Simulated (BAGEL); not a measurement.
# A workflow on ClF (SMILES FCl)

Wanted: a single-point energy (HF/6-31G*), then a single-point energy (NEVPT2(2,2)/6-31G*), then a single-point energy (CASPT2(2,2)/6-31G*) of ClF. 

Program for the calculation: BAGEL 1.2.2.

1 further run of the same task is left out (it didn't finish).

### 1 The system as given

The species is ClF (2 atoms), meant as a singlet with charge 0. SMILES: `FCl`. The F1–Cl2 distance was set to 1.377 Å, away from the relaxed value.

Bond lengths: F1–Cl2 1.377 Å.

### 2 A single-point energy at HF/6-31G(d) (density fitting with svp-jkfit, spherical functions) (run 1)

hf.json

```json
{ "bagel": [

{
  "title": "molecule",
  "basis": "6-31gs.json",
  "df_basis": "svp-jkfit",
  "angstrom": true,
  "geometry": [
    { "atom": "F", "xyz": [       0.000000,       0.000000,       0.274260 ] },
    { "atom": "Cl", "xyz": [       0.000000,       0.000000,       1.650960 ] }
  ]
},

{
  "title": "hf"
},

{
  "title": "print",
  "file": "orbitals.molden",
  "orbitals": true
}

]}
```

The basis set 6-31G* is read from a file made from the Basis Set Exchange's data (not shown).

Command:

```console
BAGEL_NUM_THREADS=1 BAGEL hf.json > hf.out
```

Output:

```text
* using 1 threads per process

  ===============================================================
  ===============================================================

  *** Geometry ***

  { "atom" : "F", "xyz" : [      0.000000,      0.000000,      0.518276 ] },
  { "atom" : "Cl", "xyz" : [      0.000000,      0.000000,      3.119862 ] },

  Number of auxiliary basis functions:      205

  Since a DF basis is specified, we compute 2- and 3-index integrals:
    o Being stored without compression. Storage requirement is 0.002 GB

  Number of basis functions:       32
  Number of electrons      :       26

    * METHOD: MOLECULE                             0.03

  *** RHF ***

  === Nuclear Repulsion ===
    58.8102805495

      * DIIS with orbital gradients will be used.

  === RHF iteration (6-31gs.json) ===
      0       -558.71502406          0.02209244           0.00
      1       -558.74702604          0.01082252           0.00
      2       -558.75591773          0.00164624           0.00
      3       -558.75623052          0.00040283           0.00
      4       -558.75625035          0.00005765           0.00
      5       -558.75625102          0.00001313           0.00
      6       -558.75625106          0.00000370           0.00
      7       -558.75625107          0.00000084           0.00
      8       -558.75625107          0.00000012           0.00
      9       -558.75625107          0.00000005           0.00
     10       -558.75625107          0.00000001           0.00
    * SCF iteration converged.

    * Permanent dipole moment:
           (   -0.000000,    -0.000000,    -0.129702) a.u.

    * METHOD: HF                                   0.07

    * METHOD: PRINT                                0.00

  ===============================================================
```

Run time: 0.22 s. Hardware: 1 thread of Arm Neoverse V1, shared host.

### 3 The energy at NEVPT2(2,2)/6-31G(d) (density fitting with svp-jkfit, spherical functions) (run 2)

input.json

```json
{ "bagel" : [

{
  "title" : "molecule",
  "basis" : "6-31gs.json",
  "df_basis" : "svp-jkfit",
  "angstrom" : true,
  "geometry" : [
    { "atom" : "F", "xyz" : [    0.000000,    0.000000,    0.274260 ] },
    { "atom" : "Cl", "xyz" : [    0.000000,    0.000000,    1.650960 ] }
  ]
},
{
  "title" : "hf"
},
{
  "title" : "casscf",
  "nstate" : 1,
  "nact" : 2,
  "nclosed" : 12,
  "active" : [7, 14],
  "maxiter" : 200,
  "natocc" : true
},
{
  "title" : "nevpt2",
  "nstate" : 1,
  "nact" : 2,
  "nclosed" : 12,
  "active" : [7, 14],
  "maxiter" : 200,
  "natocc" : true,
  "ncore" : 6
},
{
  "title" : "print",
  "file" : "orbitals.molden",
  "orbitals" : true
}

]}
```

The basis set 6-31G* is read from a file made from the Basis Set Exchange's data (not shown).

Command:

```console
BAGEL_NUM_THREADS=1 BAGEL input.json > input.out
```

Output:

```text
* using 1 threads per process

  ===============================================================
  ===============================================================

  *** Geometry ***

  { "atom" : "F", "xyz" : [      0.000000,      0.000000,      0.518276 ] },
  { "atom" : "Cl", "xyz" : [      0.000000,      0.000000,      3.119862 ] },

  Number of auxiliary basis functions:      205

  Since a DF basis is specified, we compute 2- and 3-index integrals:
    o Being stored without compression. Storage requirement is 0.002 GB

  Number of basis functions:       32
  Number of electrons      :       26

    * METHOD: MOLECULE                             0.03

  *** RHF ***

  === Nuclear Repulsion ===
    58.8102805495

      * DIIS with orbital gradients will be used.

[... 6 lines left out ...]
    * SCF iteration converged.
[... 1 line left out ...]
    * Permanent dipole moment:
[... 27 lines left out ...]
    * Second-order optimization converged. *
[... 1 line left out ...]
     guess   0:   closed 1.                   open ..

  === FCI iteration ===

      0  0      -558.75605545     1.08e-01      0.00
      1  0      -558.77583043     1.93e-03      0.00
      2  0 *    -558.77584116     9.53e-16      0.00

     * ci vector, state   0, <S^2> = 0.0000
       2.     0.9958464243
       .2    -0.0910488832

    * METHOD: CASSCF                               0.30

    * freezing 6 orbitals

  === DF-NEVPT2 calculation ===

    * 3-index integral transformation done
    * assembly done

      NEVPT2 correlation energy:   -0.2645860644      0.01

          (+0)     -0.1587849036
          (+0)'    -0.0507296093
          (+1)     -0.0128239696
          (+1)'    -0.0000000000
          (+2)     -0.0015578500
          (-1)     -0.0368195768
          (-1)'     0.0000000000
          (-2)     -0.0038701552

      NEVPT2 total energy:       -559.0404272210

    * METHOD: NEVPT2                               0.02

    * METHOD: PRINT                                0.00

  ===============================================================
```

It took 0.54 s on 1 thread of Arm Neoverse V1, shared host.

### 4 The energy at CASPT2(2,2)/6-31G(d) (density fitting with svp-jkfit, spherical functions) (run 3)

job.json

```json
{ "bagel": [

{
  "title": "molecule",
  "basis": "6-31gs.json",
  "df_basis": "svp-jkfit",
  "angstrom": true,
  "geometry": [
    { "atom": "F", "xyz": [    0.000000,    0.000000,    0.274260 ] },
    { "atom": "Cl", "xyz": [    0.000000,    0.000000,    1.650960 ] }
  ]
},
{ "title": "hf" },
{ "title": "casscf", "nstate": 1, "nact": 2, "nclosed": 12, "active": [7, 14], "maxiter": 200, "natocc": true },
{ "title": "print", "file": "orbitals.molden", "orbitals": true },
{ "title": "smith", "method": "caspt2", "ms": true, "xms": true, "sssr": true, "shift": 0.2, "shift_imag": true, "ncore": 6 }

]}
```

The basis set 6-31G* is read from a file made from the Basis Set Exchange's data (not shown).

Command:

```console
BAGEL_NUM_THREADS=1 BAGEL job.json > job.out
```

Output:

```text
* using 1 threads per process

  ===============================================================
  ===============================================================

  *** Geometry ***

  { "atom" : "F", "xyz" : [      0.000000,      0.000000,      0.518276 ] },
  { "atom" : "Cl", "xyz" : [      0.000000,      0.000000,      3.119862 ] },

  Number of auxiliary basis functions:      205

  Since a DF basis is specified, we compute 2- and 3-index integrals:
    o Being stored without compression. Storage requirement is 0.002 GB

  Number of basis functions:       32
  Number of electrons      :       26

    * METHOD: MOLECULE                             0.03

  *** RHF ***

  === Nuclear Repulsion ===
    58.8102805495

      * DIIS with orbital gradients will be used.

[... 6 lines left out ...]
    * SCF iteration converged.
[... 1 line left out ...]
    * Permanent dipole moment:
[... 27 lines left out ...]
    * Second-order optimization converged. *
[... 9 lines left out ...]
     * ci vector, state   0, <S^2> = 0.0000
[... 16 lines left out ...]
    * Zeroth order energy : state  0       -1.9634212249
[... 4 lines left out ...]
       #      aibj      arbs      arbi      airj      risj      airs      arst      rist         Etot      error   time
[... 2 lines left out ...]
       0  -0.16018  -0.00454  -0.03678  -0.01411  -0.00211  -0.04507  -0.00000  -0.00000   -0.2627899  0.0080096   0.01
       1  -0.16096  -0.00464  -0.03729  -0.01472  -0.00239  -0.04663  -0.00000  -0.00001   -0.2666406  0.0017251   0.01
       2  -0.16106  -0.00465  -0.03727  -0.01479  -0.00240  -0.04670  -0.00000  -0.00001   -0.2668992  0.0005086   0.01
[... 4 lines of this table left out ...]
       7  -0.16109  -0.00466  -0.03729  -0.01476  -0.00243  -0.04670  -0.00000   0.00000   -0.2669159  0.0000004   0.01

      ------------------------------------------------------------------------------------------------------------------

    * CASPT2 energy : state  0     -559.0435471191
        w/o shift correction       -559.0427570940
        reference weight              0.9337162586

    * METHOD: SMITH                                0.07

  ===============================================================
```

Wall time 0.58 s (1 thread of Arm Neoverse V1, shared host).

### 5 What came out

| quantity | value |
| --- | --- |
| run 1, HF/6-31G*: total energy | -558.75625 Eh |
| run 1, HF/6-31G*: dipole moment | 0.33 D |
| run 1, HF/6-31G*: HOMO energy | -12.12 eV |
| run 1, HF/6-31G*: LUMO energy | 4.75 eV |
| run 1, HF/6-31G*: HOMO–LUMO gap | 16.87 eV |
| run 2, NEVPT2(2,2)/6-31G*: total energy | -559.04043 Eh |
| run 3, CASPT2(2,2)/6-31G*: total energy | -559.04355 Eh |
